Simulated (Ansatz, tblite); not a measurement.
# The cluster As₂Se: which isomer is lowest

One table from this session's results is given with a row withheld; the runs are named, their logs left out.

The runs use Ansatz 0.2.0, Gaussian basis; relaxed with PBE0-D4/def2-TZVP, singlet.

**Starting geometry**

3 atoms, charge 0, spin multiplicity 1.

Atoms are counted from 1 here; the program's logs count them from 0.

Bond lengths: As1–As2 2.191 Å, As1–Se3 2.418 Å, As2–Se3 2.416 Å. Angles: As2–As1–Se3 63.0°, As1–As2–Se3 63.1°, As1–Se3–As2 53.9°.

A search from random starts with GFN2-xTB found 2 distinct shapes; 2 go on here. The structure above is candidate A, which lies 0.00 eV above the lowest at that level; B lies 0.75 eV above the lowest at that level.

Set-up of the first run:

Contents of in.yaml:

```yaml
crystal:
  periodic: [false, false, false]
  atoms:
    - {symbol: As, position_ang: [-0.445630, 0.765780, -0.965520]}
    - {symbol: As, position_ang: [0.935120, 0.562770, 0.723940]}
    - {symbol: Se, position_ang: [-0.489490, -1.328550, 0.241580]}
basis:
  gaussian: {orbitals: def2-TZVP}
hamiltonian: {xc: pbe0, dispersion: d4}
scf: {lower_state_search: "off"}
output: {orbitals: {seedname: orbitals}}
relax: {f_tol: 0.02, max_steps: 100}
```

Started as:

```sh
$ ansatz run in.yaml --threads 4 --pin off --events-out ev --progress --plain --max-ram 3916MiB
```

Among the steps run: Relaxing candidate A; Relaxing candidate B; Candidate B, PBE0-D4/def2-TZVP; Candidate B, PBE-D4/def2-TZVP; Candidate B, r2SCAN-D4/def2-TZVP; Candidate B, HF/def2-TZVP; Candidate B, BLYP-D4/def2-TZVP; Candidate B, CCSD(T)/def2-TZVPP.

One table of the session follows, with a row left open; its other results are not shown here.

It belongs to the step «B against A». 

```
             method  B above A (kcal/mol)
           GFN1-xTB                   3.8
           GFN2-xTB                  17.7
       HF/def2-TZVP                  20.2
      HF/def2-TZVPP                  20.2
   PBE-D4/def2-TZVP                  15.8
  BLYP-D4/def2-TZVP                  14.2
r2SCAN-D4/def2-TZVP                  14.1
  PBE0-D4/def2-TZVP                  18.5
     MP2/def2-TZVPP                     ?
    CCSD/def2-TZVPP                  18.9
 CCSD(T)/def2-TZVPP                  17.3
```

Q: Estimate the row for MP2/def2-TZVPP from the others.

The run gave: B above A (kcal/mol): 14.8. In the column «B above A (kcal/mol)» it lies between BLYP-D4/def2-TZVP (14.2) and PBE-D4/def2-TZVP (15.8).

The closed-shell reference under CCSD(T)/def2-TZVPP is unstable towards broken spin symmetry, which adds to the doubt on it.

To keep in mind: A random search of this size may have missed the true lowest shape. Only singlets are compared; another spin may lie lower and prefer another shape.
